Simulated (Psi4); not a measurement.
# B3LYP/6-31G(d) (Cartesian functions) run of NO+ (nitrosonium)

Aim: the energy change on altering one bond length of NO+ (nitrosonium) at B3LYP/6-31G* (Cartesian functions), from 2 runs. 

Program for the calculation: Psi4 1.11.

2 further runs of the same task are left out: 2 set aside as unsound or not needed.

## 1. Starting point

NO+ has 2 atoms, charge +1, and is taken as a singlet. SMILES: `N#[O+]`. The bond length is the measured one.

Bond lengths: N1–O2 1.063 Å.

## 2. Energy and forces at B3LYP/6-31G(d) (Cartesian functions)

no.py

```python
import psi4

psi4.set_memory('1600 MB')
psi4.set_num_threads(1)
psi4.set_output_file('output.dat', False)

m = psi4.geometry("""
1 1
N      0.00000000     0.00000000     0.00000000
O      0.00000000     0.00000000     2.00919461
units au
symmetry c1
no_reorient
no_com
""")

psi4.set_options({
    'basis': '6-31G*',
    'puream': False,
    'e_convergence': 1e-09,
    'd_convergence': 1e-08,
    'scf_type': 'pk',
    'dft_radial_points': 99,
    'dft_spherical_points': 590,
})

e, wfn = psi4.gradient("b3lyp", return_wfn=True)
psi4.oeprop(wfn, "DIPOLE", "LOWDIN_CHARGES", "WIBERG_LOWDIN_INDICES")
print('gradient / Eh bohr^-1')
print(e.np.round(6))
print(f'energy = {wfn.energy():.10f} Eh')
```

Run with:

```
$ python no.py
```

output.dat:

```text
[...]
  Running in c1 symmetry.
[...]
  Nuclear repulsion =   27.871864537801041
[...]
  Multiplicity = 1
[...]
  Nalpha       = 7
  Nbeta        = 7
[...]
    Number of basis functions: 30
[...]
   @RKS iter   1:  -129.52057112267710    1.92497e-01   4.67003e-03 ADIIS/DIIS
[...]
   @RKS iter   8:  -129.52948746302059   -1.87015e-11   8.71430e-09 DIIS
[...]
    Orbital Energies [Eh]
    ---------------------
    Doubly Occupied:
       1A    -19.806000     2A    -14.997460     3A     -1.793295
       4A     -1.097777     5A     -0.991139     6A     -0.991139
       7A     -0.921515
[...]
  @RKS Final Energy:  -129.52948746302059
   => Energetics <=
    Nuclear Repulsion Energy =             27.8718645378010415
    One-Electron Energy =                -224.9125242304446601
    Two-Electron Energy =                  79.6033110941394426
    DFT Exchange-Correlation Energy =     -12.0921388645163983
    Empirical Dispersion Energy =           0.0000000000000000
    VV10 Nonlocal Energy =                  0.0000000000000000
    Total Energy =                       -129.5294874630205868
[...]
  -Total Gradient:
     Atom            X                  Y                   Z
    ------   -----------------  -----------------  -----------------
       1        0.000000000000    -0.000000000000     0.033226530776
       2        0.000000000000     0.000000000000    -0.033226258433
[...]
 Multipole Moments:
 ------------------------------------------------------------------------------------
     Multipole            Electronic (a.u.)      Nuclear  (a.u.)        Total (a.u.)
 ------------------------------------------------------------------------------------
 L = 1.  Multiply by 2.5417464519 to convert [e a0] to [Debye]
 Dipole X            :          0.0000000            0.0000000            0.0000000
 Dipole Y            :          0.0000000            0.0000000            0.0000000
 Dipole Z            :        -15.1689053           16.0735569            0.9046516
 Magnitude           :                                                    0.9046516
[...]
```

On the terminal:

```text
gradient / Eh bohr^-1
[[ 0.       -0.        0.033227]
 [ 0.        0.       -0.033226]]
energy = -129.5294874630 Eh
```

Wall time 3.3 s (1 thread of Intel Xeon Platinum 8375C at 2.90GHz (Ice Lake), shared host); peak memory 0.3 GiB.

## 3. The distorted shape: a single-point energy at B3LYP/6-31G(d) (Cartesian functions)

no.inp

```
memory 1600 MB

molecule {
  1 1
  N
  O 1 1.2227
  symmetry c1
}

set {
  basis                6-31G*
  puream               false
  e_convergence        1e-09
  d_convergence        1e-08
  scf_type             pk
  dft_radial_points    99
  dft_spherical_points 590
}

energy_value, wavefunction = energy("b3lyp", return_wfn=True)
```

Run with:

```
$ psi4 no.inp no.out -n 1
```

no.out:

```text
[...]
  Running in c1 symmetry.
[...]
  Nuclear repulsion =   24.236463398642353
[...]
  Multiplicity = 1
[...]
  Nalpha       = 7
  Nbeta        = 7
[...]
    Number of basis functions: 30
[...]
   @RKS iter   1:  -129.45663035238150   -8.89660e-02   7.94380e-03 ADIIS/DIIS
[...]
   @RKS iter   9:  -129.48181128404244   -1.13687e-13   4.14731e-09 DIIS
[...]
    Orbital Energies [Eh]
    ---------------------
    Doubly Occupied:
       1A    -19.800114     2A    -15.025284     3A     -1.652143
       4A     -1.120804     5A     -0.915661     6A     -0.915661
       7A     -0.908603
[...]
  @RKS Final Energy:  -129.48181128404244
   => Energetics <=
    Nuclear Repulsion Energy =             24.2364633986423534
    One-Electron Energy =                -218.1595760506023964
    Two-Electron Energy =                  76.3959578832168376
    DFT Exchange-Correlation Energy =     -11.9546565152992113
    Empirical Dispersion Energy =           0.0000000000000000
    VV10 Nonlocal Energy =                  0.0000000000000000
    Total Energy =                       -129.4818112840424362
[...]
 Multipole Moments:
 ------------------------------------------------------------------------------------
     Multipole            Electronic (a.u.)      Nuclear  (a.u.)        Total (a.u.)
 ------------------------------------------------------------------------------------
 L = 1.  Multiply by 2.5417464519 to convert [e a0] to [Debye]
 Dipole X            :         -0.0000000            0.0000000           -0.0000000
 Dipole Y            :         -0.0000000            0.0000000           -0.0000000
 Dipole Z            :         -0.3085471            0.0046361           -0.3039111
 Magnitude           :                                                    0.3039111
[...]
```

It took 2.8 s on 1 thread of Intel Xeon Platinum 8375C at 2.90GHz (Ice Lake), shared host; peak memory 0.3 GiB.

## 4. Results

At B3LYP/6-31G* (Cartesian functions):

```
                                                         quantity          value
                                        first shape: total energy  -129.52949 Eh
                                         first shape: HOMO energy      -25.08 eV
                                         first shape: LUMO energy      -13.55 eV
                                       first shape: HOMO–LUMO gap       11.52 eV
                            first shape: largest force on an atom     1.709 eV/Å
                                    distorted shape: total energy  -129.48181 Eh
                                     distorted shape: HOMO energy      -24.72 eV
                                     distorted shape: LUMO energy      -15.22 eV
                                   distorted shape: HOMO–LUMO gap        9.50 eV
energy change with the N1–O2 bond stretched from 1.063 to 1.223 Å       1.297 eV
```

In words: With the N1–O2 bond stretched from 1.063 to 1.223 Å the energy rises by 1.30 eV (30 kcal/mol). The first shape isn't relaxed at this level, so the change isn't measured from a minimum. The largest force (first shape) is 1.71 eV/Å: the shape isn't a stationary point for this species at this level.
